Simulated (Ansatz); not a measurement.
```yaml
crystal:
  periodic: [false, false, false]
  atoms:
    - {symbol: Zr, position_ang: [0.000000, 0.000000, 0.000000]}
    - {symbol: Cl, position_ang: [0.000000, 0.000000, 2.470000]}
basis:
  gaussian: {orbitals: def2-TZVP}
total_charge: 1
hamiltonian: {xc: pbe0}
relax: {f_tol: 0.004, max_steps: 80}
```

```sh
$ ansatz run in.yaml --threads 1 --pin off --events-out ev --progress --plain --max-ram 2176MiB
```

Steps of the relaxation (energy above the last step; positions in Å, forces in eV/Å):

```
2
step 1, 353.8 meV
Zr    0.000    0.000    0.000    0.000    0.000    2.790
Cl    0.000    0.000    2.470    0.000    0.000   -2.790
```

```
2
step 2, 201.1 meV
Zr    0.000    0.000    0.197    0.000    0.000   -3.270
Cl    0.000    0.000    2.273    0.000    0.000    3.270
```

```
2
step 3, 0.4 meV
Zr    0.000    0.000    0.112    0.000    0.000   -0.123
Cl    0.000    0.000    2.358    0.000    0.000    0.123
```

```
2
step 5, 0.0 meV
Zr    0.000    0.000    0.109    0.000    0.000    0.000
Cl    0.000    0.000    2.361    0.000    0.000    0.000
```

Close pairs at the end: Zr1–Cl2 2.251 Å.

A stationary point of restricted PBE0 after 5 steps (its stability towards spin polarisation wasn't tested). 34 s on 1 thread of Intel Xeon Platinum 8259CL, shared host.
